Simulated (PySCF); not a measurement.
**Magnetisability: `C[C@H]1[C@H](C)C=C1`, C₆H₁₀**

Molfile (atoms numbered from 1):
```
C6H10
     RDKit          3D

 16 16  0  0  0  0  0  0  0  0999 V2000
    1.5895   -1.0769    0.5936 C   0  0  0  0  0  0  0  0  0  0  0  0
    0.7741   -0.0055   -0.1106 C   0  0  2  0  0  0  0  0  0  0  0  0
    0.6707    1.3273    0.5889 C   0  0  0  0  0  0  0  0  0  0  0  0
   -0.6479    1.2664    0.7321 C   0  0  0  0  0  0  0  0  0  0  0  0
   -0.7756   -0.0806    0.0641 C   0  0  1  0  0  0  0  0  0  0  0  0
   -1.6016   -0.1275   -1.2104 C   0  0  0  0  0  0  0  0  0  0  0  0
    2.6490   -0.8323    0.5537 H   0  0  0  0  0  0  0  0  0  0  0  0
    1.4396   -2.0435    0.1171 H   0  0  0  0  0  0  0  0  0  0  0  0
    1.2941   -1.1533    1.6379 H   0  0  0  0  0  0  0  0  0  0  0  0
    1.0791    0.0698   -1.1571 H   0  0  0  0  0  0  0  0  0  0  0  0
    1.4266    2.0390    0.8688 H   0  0  0  0  0  0  0  0  0  0  0  0
   -1.3913    1.9206    1.1517 H   0  0  0  0  0  0  0  0  0  0  0  0
   -1.0868   -0.8795    0.7415 H   0  0  0  0  0  0  0  0  0  0  0  0
   -1.2992    0.6686   -1.8877 H   0  0  0  0  0  0  0  0  0  0  0  0
   -2.6578   -0.0007   -0.9808 H   0  0  0  0  0  0  0  0  0  0  0  0
   -1.4700   -1.0830   -1.7141 H   0  0  0  0  0  0  0  0  0  0  0  0
  1  2  1  0
  2  3  1  0
  3  4  2  0
  4  5  1  0
  5  6  1  0
  5  2  1  0
  1  7  1  0
  1  8  1  0
  1  9  1  0
  2 10  1  6
  3 11  1  0
  4 12  1  0
  5 13  1  1
  6 14  1  0
  6 15  1  0
  6 16  1  0
M  END
```

The calculation used PySCF 2.14.0, GIAO KT2/cc-pVDZ magnetisability, rotational g tensor and spin-rotation constants, non-relativistic, gas phase. Geometry: GFN2-xTB.

Q: How diamagnetic is it, and how anisotropic?

A: Isotropic -963 × 10⁻³⁰ J/T², or -58.0 × 10⁻⁶ cm³/mol; principal values -1029, -935, -926 × 10⁻³⁰ J/T², anisotropy 99 × 10⁻³⁰ J/T² (root of half the summed squared differences of the principal values). The susceptibility is in cgs units.

Q: Split it along the inertial axes a, b, c into diamagnetic and paramagnetic parts about the centre of mass, with the quadrupole moment.

A: 
```csv
axis,χ (10⁻⁶ cm³/mol),diamagnetic (10⁻⁶ cm³/mol),paramagnetic (10⁻⁶ cm³/mol),summed x² of all electrons (Å²),quadrupole Θ (D Å)
a,-59.5,-321.2,261.6,92.4,+0.35
b,-56.3,-480.9,424.6,54.8,+0.36
c,-58.2,-624.4,566.2,20.9,-0.71
```
Anisotropies 2χaa − χbb − χcc = -4.6 and 2χbb − χaa − χcc = +5.2 × 10⁻⁶ cm³/mol. Θ is traceless in Buckingham's convention.

Q: And the rotational g tensor?

A: 
| axis | rotational constant (GHz) | g | nuclear part | electronic part |
| --- | --- | --- | --- | --- |
| a | 5.4248 | -0.0203 | 0.6465 | -0.6668 |
| b | 3.2946 | -0.0173 | 0.6399 | -0.6572 |
| c | 2.3830 | -0.0097 | 0.6242 | -0.6339 |

Asymmetric top; isotopes 12C, 1H; no vibrational averaging.
